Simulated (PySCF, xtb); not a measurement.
## Two isomers of B2H6Si

Structure a is `B[SiH2]B`, a singlet and structure b is `BB[SiH3]`, a singlet. Both are isolated molecules in the gas phase, relaxed with PBE0-D4/def2-SVP; the shapes shown needn't be the lowest conformers.

a (Å):

```yaml
atoms:
  - { symbol: B, position_ang: [1.6652, 1.9505, 0.8226] }
  - { symbol: B, position_ang: [0.3769, -0.8745, 0.9333] }
  - { symbol: Si, position_ang: [1.9516, 0.1445, 1.6664] }
  - { symbol: H, position_ang: [0.9830, 2.7872, 1.3652] }
  - { symbol: H, position_ang: [2.1170, 2.2020, -0.2694] }
  - { symbol: H, position_ang: [3.2508, -0.4654, 1.2340] }
  - { symbol: H, position_ang: [1.9135, 0.2212, 3.1628] }
  - { symbol: H, position_ang: [-0.6834, -0.8790, 1.5126] }
  - { symbol: H, position_ang: [0.4492, -1.4430, -0.1305] }
```

b (Å):

```yaml
atoms:
  - { symbol: B, position_ang: [1.1624, 0.8884, 0.4595] }
  - { symbol: B, position_ang: [2.2361, 1.9015, 1.1403] }
  - { symbol: Si, position_ang: [0.7366, -0.8398, 1.4322] }
  - { symbol: H, position_ang: [0.5714, 1.0504, -0.5843] }
  - { symbol: H, position_ang: [3.4279, 1.8003, 0.9365] }
  - { symbol: H, position_ang: [1.8978, 2.7403, 1.9491] }
  - { symbol: H, position_ang: [1.4822, -1.0407, 2.7133] }
  - { symbol: H, position_ang: [-0.7303, -0.8651, 1.7400] }
  - { symbol: H, position_ang: [1.0466, -1.9946, 0.5282] }
```

Estimate E(b) − E(a) at the level CCSD(T)/def2-SVP + ΔMP2/def2-TZVPP.

Calculated at CCSD(T)/def2-SVP + ΔMP2/def2-TZVPP: E(b) − E(a) = −28.8 kJ/mol, so structure b lies lower.

Level by level:

| level | geometry | E(b) − E(a) (kJ/mol) | departure from the last row (kJ/mol) | job, with rough time for the two |
| --- | --- | --- | --- | --- |
| GFN2-xTB | GFN2-xTB | −28.0 | +0.8 | optimisation, 0.13 s |
| HF/STO-3G | GFN2-xTB | −10.0 | +18.8 | single point, 1.2 s |
| r2SCAN-D4/def2-SVP | GFN2-xTB | −42.8 | −14.0 | single point, 11 s |
| PBE0-D4/def2-SVP | PBE0-D4/def2-SVP | −35.7 | −6.8 | optimisation, 52 s |
| HF/def2-SVP | PBE0-D4/def2-SVP | −29.2 | −0.4 | part of the CCSD(T) run |
| MP2/def2-SVP | PBE0-D4/def2-SVP | −30.5 | −1.6 | part of the CCSD(T) run |
| CCSD(T)/def2-SVP | PBE0-D4/def2-SVP | −29.6 | −0.8 | single point |
| CCSD(T)/def2-SVP + ΔMP2/def2-TZVPP | PBE0-D4/def2-SVP | −28.8 |  | single point, 27 s |

As drawn, b has 1 B–B, 1 Si–H in place of 1 B–Si, 1 B–H.

None of the levels shown reverses the order. The largest departure from CCSD(T)/def2-SVP + ΔMP2/def2-TZVPP is that of HF/STO-3G, 18.8 kJ/mol. The last row adds to CCSD(T) the change of the MP2 difference between the two basis sets, here +0.8 kJ/mol.

With thermal terms from frequencies at re-optimised GFN2-xTB minima (ideal gas, soft modes damped towards free rotors, one conformer each, 298.15 K, 1 atm): on the last row, ΔE + ΔZPE = −31.5, ΔH = −31.6, ΔG = −33.5 kJ/mol.

The correlated steps freeze 7 core orbitals. Run with PySCF 2.14.0, xtb 6.7.1; the last row on 2 threads of Arm Neoverse V2 on a shared host.
